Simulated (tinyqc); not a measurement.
MP2 on RHF in the sto-6g basis, frozen core, for NH3, spin multiplicity 1, step by step. One step of it, computed by the program tinyqc.

Question. Iteration 8 (converged): orbitals. Diagonalise F' = X^T F X, C = X C', fill 5 alpha and 5 beta electrons from the bottom; D = 2 C_occ C_occ^T. Each column has its largest component positive (the first on a tie).

converged F (hartree):
```
             1N 1s      1N 2s     1N 2px     1N 2py     1N 2pz      2H 1s      3H 1s      4H 1s
1N 1s   -15.530854  -3.741613  -0.000002   0.000000   0.025154  -0.721245  -0.720467  -0.720467
1N 2s    -3.741613  -1.806775  -0.000069   0.000000   0.089886  -0.704870  -0.704361  -0.704361
1N 2px   -0.000002  -0.000069  -0.232272   0.000000   0.000063  -0.391786   0.195931   0.195931
1N 2py    0.000000   0.000000   0.000000  -0.232099   0.000000   0.000000  -0.339182   0.339182
1N 2pz    0.025154   0.089886   0.000063   0.000000  -0.301602   0.234024   0.233846   0.233846
2H 1s    -0.721245  -0.704870  -0.391786   0.000000   0.234024  -0.411735  -0.236268  -0.236268
3H 1s    -0.720467  -0.704361   0.195931  -0.339182   0.233846  -0.236268  -0.411338  -0.236184
4H 1s    -0.720467  -0.704361   0.195931   0.339182   0.233846  -0.236268  -0.236184  -0.411338
```

X:
```
                1          2          3          4          5          6          7          8
1N 1s   -0.315353   0.000399   0.000000   0.745520   0.627898   0.000000   0.000017   0.134298
1N 2s    1.225665  -0.001026   0.000000  -0.238905   0.274743   0.000000  -0.000009   0.411371
1N 2px   0.000929   0.912251   0.000000  -0.000139  -0.000006   0.000000   0.666546   0.000038
1N 2py   0.000000   0.000000   0.911980   0.000000   0.000000   0.666624   0.000000   0.000000
1N 2pz  -0.475694   0.000290   0.000000  -0.669812   0.653669   0.000000  -0.000044  -0.162541
2H 1s   -0.584078  -0.908910   0.000000  -0.119672  -0.098492   0.000000   0.445626   0.308432
3H 1s   -0.582280   0.455280  -0.787449  -0.119699  -0.098481   0.386023  -0.222966   0.308291
4H 1s   -0.582280   0.455280   0.787449  -0.119699  -0.098481  -0.386023  -0.222966   0.308291
```

Give: F' = X^T F X; orbital energies; coefficients C; D after iteration 8.

Answer.

F' = X^T F X (hartree):
```
        1        2       3        4        5        6        7        8
1  0.1814   0.0007  0.0000   1.3189   0.9839   0.0000   0.0001   0.0848
2  0.0007   0.5644  0.0000  -0.0022  -0.0019   0.0000   0.0827  -0.0004
3  0.0000   0.0000  0.5641   0.0000   0.0000   0.0827   0.0000   0.0000
4  1.3189  -0.0022  0.0000  -7.1945  -6.9524   0.0000  -0.0002  -2.7002
5  0.9839  -0.0019  0.0000  -6.9524  -7.3607   0.0000  -0.0002  -2.8168
6  0.0000   0.0000  0.0827   0.0000   0.0000  -0.5045   0.0000   0.0000
7  0.0001   0.0827  0.0000  -0.0002  -0.0002   0.0000  -0.5047  -0.0001
8  0.0848  -0.0004  0.0000  -2.7002  -2.8168   0.0000  -0.0001  -2.0581
```

orbital energies (hartree): MO1 -15.5336, MO2 -1.0391, MO3 -0.5110, MO4 -0.5108, MO5 -0.3642, MO6 0.5050, MO7 0.5704, MO8 0.5708

coefficients C:
```
            MO1      MO2      MO3      MO4      MO5      MO6      MO7      MO8
1N 1s    0.9964  -0.2107   0.0000   0.0000  -0.0949  -0.1459   0.0000  -0.0004
1N 2s    0.0171   0.7813  -0.0002   0.0000   0.5069   0.9677   0.0000   0.0028
1N 2px   0.0000   0.0001   0.5947   0.0000   0.0002  -0.0025   0.0000   0.9606
1N 2py   0.0000   0.0000   0.0000   0.5947   0.0000   0.0000   0.9604   0.0000
1N 2pz  -0.0034  -0.1198  -0.0002   0.0000   0.8264  -0.6568   0.0000  -0.0018
2H 1s   -0.0033   0.1546   0.5141   0.0000  -0.1864  -0.6306   0.0000  -0.8743
3H 1s   -0.0033   0.1544  -0.2571   0.4453  -0.1865  -0.6336  -0.7555   0.4346
4H 1s   -0.0033   0.1544  -0.2571  -0.4453  -0.1865  -0.6336   0.7555   0.4346
```

D after iteration 8:
```
          1N 1s    1N 2s   1N 2px   1N 2py   1N 2pz    2H 1s    3H 1s    4H 1s
1N 1s    2.0925  -0.3914   0.0000   0.0000  -0.1131  -0.0363  -0.0363  -0.0363
1N 2s   -0.3914   1.7353   0.0000   0.0000   0.6505   0.0523   0.0523   0.0523
1N 2px   0.0000   0.0000   0.7073   0.0000   0.0000   0.6114  -0.3058  -0.3058
1N 2py   0.0000   0.0000   0.0000   0.7074   0.0000   0.0000   0.5296  -0.5296
1N 2pz  -0.1131   0.6505   0.0000   0.0000   1.3945  -0.3452  -0.3451  -0.3451
2H 1s   -0.0363   0.0523   0.6114   0.0000  -0.3452   0.6458  -0.1471  -0.1471
3H 1s   -0.0363   0.0523  -0.3058   0.5296  -0.3451  -0.1471   0.6460  -0.1470
4H 1s   -0.0363   0.0523  -0.3058  -0.5296  -0.3451  -0.1471  -0.1470   0.6460
```
